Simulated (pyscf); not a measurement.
H₃C–O–CH₃ (SMILES COC) + H• (SMILES [H]) → •H₂C–O–CH₃ (SMILES [CH2]OC) + H₂ (SMILES [H][H]), a hydrogen abstraction (doublet surface; C–H broken, H–H formed). Structures and frequencies: ωB97X-D3(BJ)/def2-SVP in PySCF. Energies in kcal/mol from the separated reactants.

Small-basis levels: PySCF, no dispersion term, spherical d functions. AM1 to PM7: differences of heats of formation from MOPAC, which are fitted to 298 K values and so differ in kind from electronic energies by zero-point and thermal terms. Open shells are spin-unrestricted. 

```
level                   barrier  reaction energy
----------------------  -------  ---------------
HF/3-21G                   20.8             -0.5
MP2/6-31G*                 19.7             +3.7
BP86/6-31G*                -0.6             -8.6
PBE/6-31G*                  2.1             -4.3
B3LYP/6-31G*                3.7             -7.3
B3LYP/def2-SVP              2.8             -7.5
AM1                        -1.6            -23.7
PM3                       -11.9            -35.1
PM7                       -16.8            -54.5
ωB97M-D3(BJ)/def2-TZVP      7.9             -5.8
```

Against the last row the barrier runs from -24.8 (PM7) to +12.9 kcal/mol (HF/3-21G). At BP86/6-31G*, AM1, PM3, PM7 this geometry lies under one side, so the entry may be no barrier of that level: it is a single point on another level's saddle. ωB97M-D3(BJ)/def2-TZVP has limits of its own. H₃C–O–CH₃ lies 11.4 kcal/mol over its isomer H₃C–CH₂–OH (electronic energy, ωB97M-D3(BJ)/def2-TZVP). •H₂C–O–CH₃ lies 12.9 kcal/mol over its isomer H₃C–CH•–OH (electronic energy, ωB97M-D3(BJ)/def2-TZVP). This is the saddle that the search found; another between the same sides may lie lower. The angle at the transferred H is 176°.
